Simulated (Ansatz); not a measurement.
Working through a composite energy at a relaxed geometry of HP (charge -1)

With the Python package of Ansatz (0.2.0).

Typed at the interpreter:
```pycon
>>> import itertools
>>> import ansatz as az
>>> from ase import Atoms
>>> from ase.data import atomic_numbers, covalent_radii
>>> import numpy as np
>>> atoms = Atoms(["P", "H"], positions=[
...     (0.0, 0.0, 0.0),
...     (0.0, 0.0, 1.485),
... ])
>>> geometry = az.Crystal.molecule_from_ase(atoms)
>>> job = geometry.calculation()
>>> job = job.basis(gaussian="def2-SVP")
>>> job = job.functional("pbe0").charge(-1)
>>> job = job.spin("collinear", total=1)
>>> symbols = [site.symbol for site in geometry.cartesian_sites]
>>> start = np.array([site.position_ang for site in geometry.cartesian_sites], dtype=float)
>>> report = job.relax(force_tolerance=0.01).run(threads=1).report
>>> end = np.array(report["positions_ang"])
>>> # pairs closer than 1.2 times the sum of covalent radii, before or after
>>> radius = [covalent_radii[atomic_numbers[s]] for s in symbols]
>>> span = lambda where, i, j: np.linalg.norm(where[i] - where[j])
>>> bonded = [(i, j) for i, j in itertools.combinations(range(len(symbols)), 2) if min(span(start, i, j), span(end, i, j)) < 1.2 * (radius[i] + radius[j])]
>>> print("pair        before    after (A)")
pair        before    after (A)
>>> for i, j in bonded:
...     print(f"{symbols[i]}{i}-{symbols[j]}{j}".ljust(10), f"{span(start, i, j):8.4f} {span(end, i, j):8.4f}")
...
P0-H1        1.4850   1.4576
>>> minimum = az.Crystal.molecule()
>>> for symbol, place in zip(symbols, end):
...     minimum = minimum.atom(symbol, place.tolist())
...
>>> at_minimum = minimum.calculation().charge(-1).spin("collinear", total=1)
>>> # MP2 extrapolated to the basis limit, plus the small-basis difference CCSD(T) - MP2
>>> level = lambda method, basis: at_minimum.basis(gaussian=basis).correlation(method).run(threads=1).report
>>> small, large, cluster = level("mp2", "cc-pVDZ"), level("mp2", "cc-pVTZ"), level("ccsd_t", "cc-pVDZ")
>>> corr = lambda each: (each["free_energy_ev"] - each["reference_energy_ev"]) / 27.211386246
>>> mp2_limit = (27 * corr(large) - 8 * corr(small)) / 19
>>> pieces = {"HF / cc-pVTZ": large["reference_energy_ev"] / 27.211386246, "MP2 correlation, DZ-TZ limit": mp2_limit, "CCSD(T) - MP2 / cc-pVDZ": corr(cluster) - corr(small)}
>>> for name, value in pieces.items():
...     print(f"{name:32s} {value:14.6f} Ha")
...
HF / cc-pVTZ                        -341.278208 Ha
MP2 correlation, DZ-TZ limit          -0.154167 Ha
CCSD(T) - MP2 / cc-pVDZ               -0.024077 Ha
>>> print(f"{'sum':32s} {sum(pieces.values()):14.6f} Ha")
sum                                 -341.456452 Ha
>>> print("T1 diagnostic", round(cluster["correlation"]["coupled_cluster"]["t1_diagnostic"], 4))
T1 diagnostic 0.0104
```

Total energies depend on the basis set; only differences at equal settings carry meaning. The sum leaves out core correlation, relativity, the Hartree-Fock basis error and zero-point energy; a DZ-TZ extrapolation is rough. The species is open-shell (spin multiplicity 2). Inner cores stay frozen, so this is valence correlation. For Al to Cl the sets with a tight d function, cc-pV(X+d)Z, are usual. An extrapolation from small basis sets is rough. Anions want diffuse functions, which this basis lacks. Wall time of the script: 3.8 s on 1 thread of Intel(R) Xeon(R) Platinum 8488C (Sapphire Rapids) (shared host), peak memory 0.17 GiB.
